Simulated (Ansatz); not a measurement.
Ansatz (a quantum-chemistry and plane-wave program) input (HF/3-21G): The .json file is the Basis Set Exchange's 3-21G.

Ansatz 0.2 input:
```yaml
crystal:
  periodic: [false, false, false]
  atoms:
    - {symbol: C, position_ang: [0.72403310, 1.79239507, -0.03031994]}
    - {symbol: C, position_ang: [0.76031785, 0.28052987, -0.04737150]}
    - {symbol: C, position_ang: [-0.63355368, -0.28316512, -0.01353096]}
    - {symbol: C, position_ang: [-0.67602212, -1.81383621, -0.02190892]}
    - {symbol: H, position_ang: [1.72840622, 2.22793654, 0.06033451]}
    - {symbol: H, position_ang: [-1.70143998, -2.20864986, 0.01923879]}
    - {symbol: H, position_ang: [0.10939338, 2.26461132, 0.79621000]}
    - {symbol: H, position_ang: [0.29292530, 2.20418998, -0.95768097]}
    - {symbol: H, position_ang: [-0.13284901, -2.21272884, 0.84234972]}
    - {symbol: H, position_ang: [-0.17751014, -2.19660174, -0.91756637]}
    - {symbol: H, position_ang: [1.29730464, -0.06782599, 0.85466338]}
    - {symbol: H, position_ang: [-1.20160135, 0.07901021, -0.88680250]}
    - {symbol: H, position_ang: [-1.26328001, 0.05451668, 0.86804152]}
basis:
  gaussian:
    orbitals: 3-21G.json
hamiltonian:
  xc: {name: HF}
total_charge: -1
relax: {f_tol: 0.003, max_steps: 120}
```

Output:

```
WARN ansatz: RAYON_NUM_THREADS=1 ignored (pool sized by the plan → 1); use --threads N
Functional definition: HF
integrals: 0.01 GiB planned
747 factors; integrals over basis functions are off by at most 5.2e-4 eV
mean field: 0.12 GiB planned
mean field evaluation 1: about -4235.0865 eV, gradient 2.3e1 eV
mean field evaluation 2: about -4235.3491 eV, gradient 2.3e1 eV
mean field evaluation 4: about -4236.9847 eV, gradient 2.7e0 eV
mean field evaluation 8: about -4237.0085 eV, gradient 1.6e-4 eV
mean field -4237.00854901 eV, -155.7071922285 hartree, gradient 1.7e-5 eV, S^2 0.000000; 0 other end points of the search recorded, 0 dependent functions left out
the calculation of the forces begins
reference -4237.00854901 eV, -155.7071922285 hartree; 17, 17 occupied and 37, 37 virtual orbitals, 747 factors
relax step   1: F+E_penalty+E_count = -4237.00854901 eV  Δ(F+E_penalty+E_count) = +0.000e0 eV  max|allowed force component| = 1.090e0 eV/Å  Δτ_max = 0.0000 Å  (31 SCF iters, accepted)
these checks for a lower state are left out or cut short: starts, cluster_reference, orbital_swaps, neighbouring_geometries, increment
integrals: 0.01 GiB planned
747 factors; integrals over basis functions are off by at most 5.2e-4 eV
mean field: 0.12 GiB planned
mean field evaluation 16: about -4237.0470 eV, gradient 2.1e-3 eV
mean field -4237.04697414 eV, -155.7086043259 hartree, gradient 3.4e-5 eV, S^2 0.000000; 0 other end points of the search recorded, 0 dependent functions left out
the calculation of the forces begins
reference -4237.04697414 eV, -155.7086043259 hartree; 17, 17 occupied and 37, 37 virtual orbitals, 747 factors
relax step   2: F+E_penalty+E_count = -4237.04697414 eV  Δ(F+E_penalty+E_count) = -3.843e-2 eV  max|allowed force component| = 6.489e-1 eV/Å  Δτ_max = 0.0294 Å  (29 SCF iters, accepted)
these checks for a lower state are left out or cut short: starts, cluster_reference, orbital_swaps, neighbouring_geometries, increment
integrals: 0.01 GiB planned
747 factors; integrals over basis functions are off by at most 5.2e-4 eV
mean field: 0.12 GiB planned
mean field -4237.06195458 eV, -155.7091548472 hartree, gradient 3.7e-5 eV, S^2 0.000000; 0 other end points of the search recorded, 0 dependent functions left out
the calculation of the forces begins
reference -4237.06195458 eV, -155.7091548472 hartree; 17, 17 occupied and 37, 37 virtual orbitals, 747 factors
relax step   3: F+E_penalty+E_count = -4237.06195458 eV  Δ(F+E_penalty+E_count) = -1.498e-2 eV  max|allowed force component| = 1.494e-1 eV/Å  Δτ_max = 0.0419 Å  (29 SCF iters, accepted)
these checks for a lower state are left out or cut short: starts, cluster_reference, orbital_swaps, neighbouring_geometries, increment
integrals: 0.01 GiB planned
747 factors; integrals over basis functions are off by at most 5.2e-4 eV
mean field: 0.12 GiB planned
mean field evaluation 32: about -4237.0653 eV, gradient 3.9e-5 eV
mean field -4237.06528412 eV, -155.7092772055 hartree, gradient 3.9e-5 eV, S^2 0.000000; 0 other end points of the search recorded, 0 dependent functions left out
the calculation of the forces begins
reference -4237.06528412 eV, -155.7092772055 hartree; 17, 17 occupied and 37, 37 virtual orbitals, 747 factors
relax step   4: F+E_penalty+E_count = -4237.06528412 eV  Δ(F+E_penalty+E_count) = -3.330e-3 eV  max|allowed force component| = 9.900e-2 eV/Å  Δτ_max = 0.0233 Å  (30 SCF iters, accepted)
these checks for a lower state are left out or cut short: starts, cluster_reference, orbital_swaps, neighbouring_geometries, increment
integrals: 0.01 GiB planned
747 factors; integrals over basis functions are off by at most 5.2e-4 eV
mean field: 0.12 GiB planned
mean field -4237.06557104 eV, -155.7092877494 hartree, gradient 3.9e-5 eV, S^2 0.000000; 0 other end points of the search recorded, 0 dependent functions left out
the calculation of the forces begins
reference -4237.06557104 eV, -155.7092877494 hartree; 17, 17 occupied and 37, 37 virtual orbitals, 747 factors
relax step   5: F+E_penalty+E_count = -4237.06557104 eV  Δ(F+E_penalty+E_count) = -2.869e-4 eV  max|allowed force component| = 2.049e-2 eV/Å  Δτ_max = 0.0051 Å  (31 SCF iters, accepted)
these checks for a lower state are left out or cut short: starts, cluster_reference, orbital_swaps, neighbouring_geometries, increment
integrals: 0.01 GiB planned
747 factors; integrals over basis functions are off by at most 5.2e-4 eV
mean field: 0.12 GiB planned
mean field -4237.06561368 eV, -155.7092893165 hartree, gradient 3.9e-5 eV, S^2 0.000000; 0 other end points of the search recorded, 0 dependent functions left out
the calculation of the forces begins
reference -4237.06561368 eV, -155.7092893165 hartree; 17, 17 occupied and 37, 37 virtual orbitals, 747 factors
relax step   6: F+E_penalty+E_count = -4237.06561368 eV  Δ(F+E_penalty+E_count) = -4.264e-5 eV  max|allowed force component| = 4.295e-3 eV/Å  Δτ_max = 0.0042 Å  (31 SCF iters, accepted)
these checks for a lower state are left out or cut short: starts, cluster_reference, orbital_swaps, neighbouring_geometries, increment
integrals: 0.01 GiB planned
747 factors; integrals over basis functions are off by at most 5.2e-4 eV
mean field: 0.12 GiB planned
mean field -4237.06561346 eV, -155.7092893084 hartree, gradient 3.9e-5 eV, S^2 0.000000; 0 other end points of the search recorded, 0 dependent functions left out
the calculation of the forces begins
reference -4237.06561346 eV, -155.7092893084 hartree; 17, 17 occupied and 37, 37 virtual orbitals, 747 factors
relax step   7: F+E_penalty+E_count = -4237.06561346 eV  Δ(F+E_penalty+E_count) = +2.195e-7 eV  max|allowed force component| = 3.418e-3 eV/Å  Δτ_max = 0.0059 Å  (31 SCF iters, rejected (line search))
these checks for a lower state are left out or cut short: starts, cluster_reference, orbital_swaps, neighbouring_geometries, increment
integrals: 0.01 GiB planned
747 factors; integrals over basis functions are off by at most 5.2e-4 eV
mean field: 0.12 GiB planned
mean field -4237.06562298 eV, -155.7092896584 hartree, gradient 1.4e-5 eV, S^2 0.000000; 0 other end points of the search recorded, 0 dependent functions left out
the calculation of the forces begins
reference -4237.06562298 eV, -155.7092896584 hartree; 17, 17 occupied and 37, 37 virtual orbitals, 747 factors
relax step   8: F+E_penalty+E_count = -4237.06562298 eV  Δ(F+E_penalty+E_count) = -9.303e-6 eV  max|allowed force component| = 5.159e-4 eV/Å  Δτ_max = 0.0028 Å  (22 SCF iters, accepted)
integrals: 0.01 GiB planned
747 factors; integrals over basis functions are off by at most 5.2e-4 eV
mean field: 0.12 GiB planned
mean field evaluation 64: about -4236.8996 eV, gradient 7.2e0 eV
mean field -4237.06562298 eV, -155.7092896584 hartree, gradient 1.4e-5 eV, S^2 0.000000; 1 other end points of the search recorded, 0 dependent functions left out
the calculation of the forces begins
reference -4237.06562298 eV, -155.7092896584 hartree; 17, 17 occupied and 37, 37 virtual orbitals, 747 factors
Total energy: -4237.06562298 eV, -155.7092896584 hartree
Atom 0 at     0.728759     1.812764    -0.023780 Å, force     0.000042    -0.000495     0.000076 eV/Å
Atom 1 at     0.779809     0.263673    -0.084890 Å, force     0.000252    -0.000028    -0.000356 eV/Å
Atom 2 at    -0.665762    -0.278111    -0.012936 Å, force    -0.000284     0.000113     0.000178 eV/Å
Atom 3 at    -0.680666    -1.825959    -0.013658 Å, force     0.000005     0.000516    -0.000013 eV/Å
Atom 4 at     1.736942     2.232143     0.034410 Å, force     0.000057     0.000375    -0.000016 eV/Å
Atom 5 at    -1.689774    -2.242989    -0.020030 Å, force     0.000295     0.000011    -0.000292 eV/Å
Atom 6 at     0.158245     2.260884     0.818872 Å, force     0.000027     0.000126     0.000081 eV/Å
Atom 7 at     0.273926     2.223130    -0.932293 Å, force    -0.000257    -0.000015     0.000161 eV/Å
Atom 8 at    -0.166807    -2.198407     0.869695 Å, force    -0.000340    -0.000234     0.000463 eV/Å
Atom 9 at    -0.138686    -2.177762    -0.884231 Å, force     0.000246    -0.000179     0.000155 eV/Å
Atom 10 at     1.282247    -0.070687     0.846339 Å, force    -0.000049    -0.000294    -0.000370 eV/Å
Atom 11 at    -1.225712     0.062307    -0.890061 Å, force    -0.000002     0.000042    -0.000006 eV/Å
Atom 12 at    -1.266396     0.059396     0.858221 Å, force     0.000008     0.000062    -0.000060 eV/Å
Dipole moment:    -0.549501    -0.225721     0.162675 e Å
```

The dipole moment of an ion depends on the origin.
